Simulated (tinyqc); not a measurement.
Worked calculation: UHF in the sto-3g basis, for OH-, spin multiplicity 1. The basis has no diffuse functions, so it cannot describe the extra electron: this is an exercise in the method, not the real anion. This run ends on a higher stationary point, not on the lowest solution. One step of it, computed by the program tinyqc.

Problem. Iteration 2: building the Fock matrix. J_ij = sum D_kl (ij|kl) with D = D(alpha) + D(beta), K_ij = sum D_kl (ik|jl) for each spin; F = H + J - K(s); E = tr D H + tr D J / 2 - 0.5 sum_s tr D(s) K(s) + E_nn.

D(alpha) after iteration 1, lower triangle:
```
,1O 1s,1O 2s,1O 2px,1O 2py,1O 2pz,2H 1s
1O 1s,1.031158
1O 2s,-0.143860,0.655281
1O 2px,0.000000,0.000000,1.000000
1O 2py,0.000000,0.000000,0.000000,1.000000
1O 2pz,-0.000172,0.000165,0.000000,0.000000,0.727676
2H 1s,-0.089564,0.307345,0.000000,0.000000,-0.031216,0.603148
```

D(beta) after iteration 1, lower triangle:
```
,1O 1s,1O 2s,1O 2px,1O 2py,1O 2pz,2H 1s
1O 1s,1.045094
1O 2s,-0.200562,0.884227
1O 2px,0.000000,0.000000,1.000000
1O 2py,0.000000,0.000000,0.000000,1.000000
1O 2pz,-0.036291,0.131698,0.000000,0.000000,0.693598
2H 1s,0.101278,-0.399952,0.000000,0.000000,0.169317,0.511917
```

core Hamiltonian H = T + V (hartree), lower triangle:
```
,1O 1s,1O 2s,1O 2px,1O 2py,1O 2pz,2H 1s
1O 1s,-31.895391
1O 2s,-7.417400,-8.523925
1O 2px,0.000000,0.000000,-6.724328
1O 2py,0.000000,0.000000,0.000000,-6.724328
1O 2pz,-0.003986,-0.050313,0.000000,0.000000,-6.743911
2H 1s,-0.204796,-0.590166,0.000000,0.000000,-0.521785,-2.706182
```

Two-electron integrals (ij|kl) in chemists' order, unique and non-zero (hartree):
```
i,j,k,l,(ij|kl)
1,1,1,1,4.785065
2,1,1,1,0.741380
2,1,2,1,0.136873
2,2,1,1,1.118947
2,2,2,1,0.256633
2,2,2,2,0.817206
3,1,3,1,0.024477
3,2,3,1,0.037809
3,2,3,2,0.180518
3,3,1,1,1.115814
3,3,2,1,0.256684
3,3,2,2,0.817023
3,3,3,3,0.880159
4,1,4,1,0.024477
4,2,4,1,0.037809
4,2,4,2,0.180518
4,3,4,3,0.047444
4,4,1,1,1.115814
4,4,2,1,0.256684
4,4,2,2,0.817023
4,4,3,3,0.785270
4,4,4,4,0.880159
5,1,5,1,0.024477
5,2,5,1,0.037809
5,2,5,2,0.180518
5,3,5,3,0.047444
5,4,5,4,0.047444
5,5,1,1,1.115814
5,5,2,1,0.256684
5,5,2,2,0.817023
5,5,3,3,0.785270
5,5,4,4,0.785270
5,5,5,5,0.880159
6,1,1,1,0.020504
6,1,2,1,0.003758
6,1,2,2,0.007015
6,1,3,3,0.007005
6,1,4,4,0.007005
6,1,5,1,0.000167
6,1,5,2,0.000316
6,1,5,5,0.007035
6,1,6,1,0.000104
6,2,1,1,0.065709
6,2,2,1,0.015330
6,2,2,2,0.056335
6,2,3,3,0.055390
6,2,4,4,0.055390
6,2,5,1,0.001135
6,2,5,2,0.009788
6,2,5,5,0.058169
6,2,6,1,0.000430
6,2,6,2,0.005570
6,3,3,1,0.001392
6,3,3,2,0.008862
6,3,5,3,0.001943
6,3,6,3,0.000702
6,4,4,1,0.001392
6,4,4,2,0.008862
6,4,5,4,0.001943
6,4,6,4,0.000702
6,5,1,1,0.057250
6,5,2,1,0.013500
6,5,2,2,0.052956
6,5,3,3,0.050935
6,5,4,4,0.050935
6,5,5,1,0.002134
6,5,5,2,0.016415
6,5,5,5,0.056938
6,5,6,1,0.000389
6,5,6,2,0.006343
6,5,6,5,0.007814
6,6,1,1,0.279939
6,6,2,1,0.066256
6,6,2,2,0.279399
6,6,3,3,0.273262
6,6,4,4,0.273262
6,6,5,1,0.003954
6,6,5,2,0.049302
6,6,5,5,0.291605
6,6,6,1,0.001850
6,6,6,2,0.039820
6,6,6,5,0.052713
6,6,6,6,0.774606
```

nuclear repulsion = 2.24108930 hartree

Give: Coulomb J; exchange K(alpha); exchange K(beta); F(alpha); F(beta); total energy of this density.

Solution.

Coulomb J (hartree), lower triangle:
```
,1O 1s,1O 2s,1O 2px,1O 2py,1O 2pz,2H 1s
1O 1s,17.512
1O 2s,3.307,8.150
1O 2px,0.000,0.000,8.153
1O 2py,0.000,0.000,0.000,8.153
1O 2pz,0.013,0.103,0.000,0.000,8.120
2H 1s,0.091,0.564,0.000,0.000,0.540,3.357
```

exchange K(alpha) (hartree), lower triangle:
```
,1O 1s,1O 2s,1O 2px,1O 2py,1O 2pz,2H 1s
1O 1s,4.876
1O 2s,0.856,1.130
1O 2px,0.000,0.000,1.100
1O 2py,0.000,0.000,0.000,1.100
1O 2pz,-0.001,0.020,0.000,0.000,0.879
2H 1s,0.022,0.171,0.000,0.000,0.091,0.499
```

exchange K(beta) (hartree), lower triangle:
```
,1O 1s,1O 2s,1O 2px,1O 2py,1O 2pz,2H 1s
1O 1s,4.892
1O 2s,0.850,1.213
1O 2px,0.000,0.000,1.125
1O 2py,0.000,0.000,0.000,1.125
1O 2pz,-0.001,0.113,0.000,0.000,0.886
2H 1s,0.029,0.009,0.000,0.000,0.117,0.396
```

F(alpha) (hartree), lower triangle:
```
,1O 1s,1O 2s,1O 2px,1O 2py,1O 2pz,2H 1s
1O 1s,-19.259
1O 2s,-4.967,-1.504
1O 2px,0.000,0.000,0.329
1O 2py,0.000,0.000,0.000,0.329
1O 2pz,0.010,0.033,0.000,0.000,0.497
2H 1s,-0.136,-0.197,0.000,0.000,-0.073,0.152
```

F(beta) (hartree), lower triangle:
```
,1O 1s,1O 2s,1O 2px,1O 2py,1O 2pz,2H 1s
1O 1s,-19.275
1O 2s,-4.961,-1.587
1O 2px,0.000,0.000,0.304
1O 2py,0.000,0.000,0.000,0.304
1O 2pz,0.010,-0.061,0.000,0.000,0.490
2H 1s,-0.142,-0.034,0.000,0.000,-0.099,0.254
```

total energy of this density = -73.11675 hartree

This density is a damped mixture and is not idempotent.
